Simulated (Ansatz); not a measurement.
# CH8Si2 (SMILES [SiH3]C[SiH3]): methods side by side

The species is CH8Si2 (11 atoms), meant as a singlet with charge 0. As SMILES, `[SiH3]C[SiH3]`. The shape was relaxed beforehand at r2SCAN/def2-SVP.

Each level gives the adiabatic electron affinity (to the doublet anion, shapes relaxed at r2SCAN/def2-SVP, no zero-point term) (eV). The values are calculated.

The electron affinity is E(neutral) − E(anion): positive where the electron is bound.

```
             level                    kind  program  value (eV)  CPU time (all runs)
       HF/def2-SVP            Hartree–Fock   Ansatz       -2.37                1.7 s
      PBE/def2-SVP                     GGA   Ansatz       -1.39                3.1 s
    B3LYP/def2-SVP           global hybrid   Ansatz       -1.56                4.5 s
CAM-B3LYP/def2-SVP  range-separated hybrid   Ansatz       -1.64                5.2 s
  wB97M-V/def2-SVP  range-separated hybrid   Ansatz       -1.70                 17 s
   B2PLYP/def2-SVP           double hybrid   Ansatz       -1.80                5.5 s
  RPA@PBE/def2-SVP                     RPA   Ansatz       -1.76                4.8 s
      MP2/def2-SVP     perturbation theory   Ansatz       -2.04                1.9 s
```

The values span -2.37 to -1.39 eV. Negative values mean that the anion is unbound at that level; they are set by how diffuse the basis is and aren't properties of the molecule. CPU times are rough (shared hosts, several kinds of processor): they show what a rung costs within a factor of a few.
